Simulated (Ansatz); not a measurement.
Scan of [SiH₃···H···H], doublet

Starting geometry:

```yaml
atoms:
  - { symbol: Si, position_ang: [-0.0857, 0.0000, 0.0000] }
  - { symbol: H, position_ang: [-0.5806, 1.3997, 0.0000] }
  - { symbol: H, position_ang: [-0.5806, -0.6999, 1.2122] }
  - { symbol: H, position_ang: [-0.5806, -0.6999, -1.2122] }
  - { symbol: H, position_ang: [1.3989, 0.0000, 0.0000] }
  - { symbol: H, position_ang: [2.7313, 0.0000, 0.0000] }
```

From there H5 is moved from one fragment to the other while all else, the fragments' distance too, stays fixed, so the hump isn't the reaction's barrier; atoms are numbered as listed. Energies are in kJ/mol, counted from the starting geometry at the same level. Kohn–Sham curves are unrestricted where that lies lower.

Basis cc-pVTZ; Ansatz 0.2.0. Only valence electrons are correlated (noble-gas cores frozen). R marks a restricted (for open shells ROHF) determinant, U an unrestricted one.

Full CI isn't at hand for all of this; UCCSDT(Q) serves as the reference, and is uncertain by about the last step of the cluster series.

```json
{"distance Si1-H5 (Å)": "1.485", "UCCSDT(Q)": "0.0", "PBE": "0.0", "r2SCAN": "0.0", "PBE0": "0.0", "B3LYP": "0.0", "wB97M-V": "0.0", "B2PLYP": "0.0", "PBE-QIDH": "0.0", "RPA-PBE": "0.0"}
{"distance Si1-H5 (Å)": "1.569", "UCCSDT(Q)": "0.2", "PBE": "-6.1", "r2SCAN": "-4.0", "PBE0": "-3.3", "B3LYP": "-3.3", "wB97M-V": "-0.8", "B2PLYP": "-0.8", "PBE-QIDH": "0.5", "RPA-PBE": "-0.4"}
{"distance Si1-H5 (Å)": "1.736", "UCCSDT(Q)": "1.2", "PBE": "-14.7", "r2SCAN": "-8.3", "PBE0": "-7.5", "B3LYP": "-7.8", "wB97M-V": "-1.8", "B2PLYP": "-0.8", "PBE-QIDH": "2.9", "RPA-PBE": "-1.8"}
{"distance Si1-H5 (Å)": "1.904", "UCCSDT(Q)": "-20.0", "PBE": "-34.2", "r2SCAN": "-27.3", "PBE0": "-27.2", "B3LYP": "-27.9", "wB97M-V": "-23.2", "B2PLYP": "-21.0", "PBE-QIDH": "-17.1", "RPA-PBE": "-24.3"}
{"distance Si1-H5 (Å)": "2.072", "UCCSDT(Q)": "-41.1", "PBE": "-44.8", "r2SCAN": "-41.6", "PBE0": "-41.8", "B3LYP": "-43.9", "wB97M-V": "-42.7", "B2PLYP": "-40.3", "PBE-QIDH": "-37.5", "RPA-PBE": "-45.8"}
```

Problem. Judged by the spread of the error over the points with a reference (largest less smallest), which of these follows UCCSDT(Q) best and which worst?

Solution. Subtracting the UCCSDT(Q) column from each: best B2PLYP (errors from -2.1 to 0.7, spread 2.8 kJ/mol), worst PBE (from -15.9 to 0.0, spread 15.9 kJ/mol). Functionals and wave-function methods converge differently with the basis, so part of this is basis effect.
